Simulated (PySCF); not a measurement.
**TDDFT excited states: C3H7ClO**

C3H7ClO.
Z-matrix (Å and degrees, GFN2-xTB geometry), rows numbered from 1:
```
C 
C   1  1.5156
Cl  2  1.8030  1  109.25
C   2  1.5289  1  112.88  3  -119.82
O   4  1.3985  2  112.67  1  -177.14
H   1  1.0878  2  109.50  3  -178.02
H   1  1.0877  2  110.48  3    62.15
H   1  1.0871  2  110.60  3   -58.21
H   2  1.0928  1  111.50  3   116.16
H   4  1.0932  2  109.05  1   -59.75
H   4  1.1002  2  109.27  1    58.86
H   5  0.9670  4  107.99  2   -55.41
```

Level of theory: PySCF 2.14.0, density-fitted response routines, TDDFT wB97X-D/def2-SVPD, vertical, gas phase, core orbitals frozen in the response.

Q: List the vertical singlet excitations with oscillator strengths and describe the spectrum.

A: 

| state | E (eV) | E (hartree) | f | \|μ\| (D) | main configurations (H = HOMO, L = LUMO) |
| --- | --- | --- | --- | --- | --- |
| S1 | 7.45 | 0.2738 | 0.0003 | 0.10 | H→L (46%), H-1→L (22%), H-2→L (16%) |
| S2 | 7.60 | 0.2791 | 0.0024 | 0.29 | H-1→L (59%), H-2→L (18%), H→L (8%) |
| S3 | 7.88 | 0.2896 | 0.0031 | 0.32 | H→L+2 (52%), H→L+1 (30%) |
| S4 | 8.18 | 0.3005 | 0.0063 | 0.45 | H-2→L (49%), H→L (27%) |
| S5 | 8.62 | 0.3169 | 0.034 | 1.02 | H→L+1 (38%), H→L+2 (15%), H-1→L+1 (10%) |
| S6 | 8.70 | 0.3196 | 0.023 | 0.83 | H-1→L+1 (47%), H→L+4 (11%), H-1→L+2 (8%) |
| S7 | 8.84 | 0.3247 | 0.077 | 1.51 | H-2→L+1 (41%), H→L+4 (14%), H→L+3 (13%) |
| S8 | 8.99 | 0.3304 | 0.088 | 1.61 | H→L+3 (73%) |

Triplets, Tamm–Dancoff:

```json
{"state": "T1", "E (eV)": "6.84", "λ (nm)": "181.3", "main configurations (H = HOMO, L = LUMO)": "H-1→L (42%), H→L (24%), H-2→L (14%)"}
{"state": "T2", "E (eV)": "6.97", "λ (nm)": "177.8", "main configurations (H = HOMO, L = LUMO)": "H-1→L (35%), H-2→L (34%), H→L (11%)"}
{"state": "T3", "E (eV)": "7.62", "λ (nm)": "162.6", "main configurations (H = HOMO, L = LUMO)": "H→L+2 (51%), H→L+1 (18%), H→L (13%)"}
```

The lowest singlet lies at 7.45 eV (166 nm, vacuum ultraviolet) and is dark (f under 0.0005); its leading configuration is HOMO→LUMO (46%). The strongest level in the table is S8 at 8.99 eV (138 nm, f = 0.088). It is the last of those listed, so stronger ones may follow. Löwdin shares by element: HOMO oxygen 53%, carbon 23% or more, chlorine 10%; LUMO chlorine 62%, carbon 20% or more (atoms not listed hold the other 18%). Of the 8 states listed, 4 reach f = 0.01 and 1 stays under 0.0005. Orbital energies (eV): HOMO-3 -11.69, HOMO-2 -10.84, HOMO-1 -10.65, HOMO -10.08, LUMO 2.14, LUMO+1 2.31, LUMO+2 2.79. The listed states span 1.54 eV, and the widest gap between neighbours is 0.45 eV (S4 to S5). Only the lowest 8 singlets were computed, as vertical energies without vibronic structure.

One conformer stands for the species.
